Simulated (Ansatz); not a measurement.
A nudged elastic band was laid between two geometries of ClH3Si + H (6 atoms, charge 0, multiplicity 2).

Method: Ansatz, UKS BHLYP-D4/def2-mTZVP.

| Property | Result |
| --- | --- |
| movable images | 5 |
| climbing image | from the first iteration |
| spring | 5.0 eV/Å² |
| optimiser | fire |
| start path | through a guess of the saddle point |
| force threshold | 0.03 eV/Å |
| iteration limit | 60 |
| end points | relaxed |

Image 0:

```xyz
6
Properties=species:S:1:pos:R:3
Cl 0.761 -1.756 -1.575
Si 0.141 -0.292 -0.257
H -1.308 -0.416 -0.078
H 0.478 1.018 -0.823
H -0.906 1.935 1.714
H 0.834 -0.489 1.019
```

Image 6:

```xyz
6
Properties=species:S:1:pos:R:3
Cl -0.806 -2.367 -1.771
Si 0.232 0.688 0.515
H -0.478 -1.362 -1.017
H 0.848 1.679 -0.380
H -0.986 1.205 1.157
H 1.190 0.157 1.496
```

Question: What changes between the two ends?

Answer: Bonds broken: Cl1–Si2, Si2–H3. Bonds formed: Cl1–H3, Si2–H5. ClH3Si + H becomes ClH + H3Si.

Question: What energy profile does the band end with?

Answer: It converged. The highest image is number 2 of 0 to 6, 74.2 kJ/mol above the first end and 54.3 kJ/mol above the last; the last end lies 19.9 kJ/mol above the first. Another band between the same ends (5 images) ends at a top of the same energy, where a vibrational analysis finds 1 clearly imaginary mode.

| image | path coordinate (Å) | energy (kJ/mol) | Cl1–Si2 (Å) | Si2–H3 (Å) | Cl1–H3 (Å) |
| --- | --- | --- | --- | --- | --- |
| 0 | 0.00 | 0.0 | 2.06 | 1.47 | 2.88 |
| 1 | 0.82 | 11.1 | 2.07 | 1.47 | 2.79 |
| 2 | 1.63 | 74.2 | 2.28 | 1.58 | 2.23 |
| 3 | 2.35 | 30.8 | 3.01 | 1.50 | 2.20 |
| 4 | 3.06 | 25.3 | 3.35 | 1.50 | 2.04 |
| 5 | 3.78 | 24.9 | 3.49 | 2.20 | 1.33 |
| 6 | 4.50 | 19.9 | 3.95 | 2.66 | 1.30 |

Question: What is the geometry of the highest image?

Answer: 
```xyz
6
Properties=species:S:1:pos:R:3
Cl 0.261 -1.578 -1.311
Si 0.125 0.189 0.129
H -1.286 -0.474 -0.154
H 0.676 1.189 -0.783
H -0.821 1.024 0.993
H 1.046 -0.351 1.126
```

Run time: 2.9 min on 2 threads of Intel(R) Xeon(R) Platinum 8488C (Sapphire Rapids) (shared host), peak memory 0.15 GiB.
